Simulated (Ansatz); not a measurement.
Solid iodine, treated with PBE-D4 in Ansatz (plane waves, PAW).

Run with plane-wave cutoff 520 eV, 8×8×4 k mesh (along the axes of the cell as run), Fermi–Dirac smearing 0.01 eV, scalar-relativistic PAW data made under PBE.

The volume scan:

| V (Å³/atom) | E − E_lowest (meV/atom) | P (GPa) |
|---|---|---|
| 37.772 | 2.81 | 0.607 |
| 38.559 | 0.67 | 0.279 |
| 39.345 | 0.00 | -0.001 |
| 40.132 | 0.60 | -0.237 |
| 40.919 | 2.26 | -0.439 |

Question: Estimate the bulk modulus and its pressure derivative from these points.

Answer: V0 = 39.346 Å³/atom, B0 = 12.8 GPa, B′ = 7.1 (fit to the energies at full precision).

Shape and atoms are relaxed at each volume.

Note: the bulk modulus comes from volumes at which shape and atoms were relaxed.

Spin–orbit coupling is not included.

Computed values are for the static lattice.

Ansatz is a first-principles code.
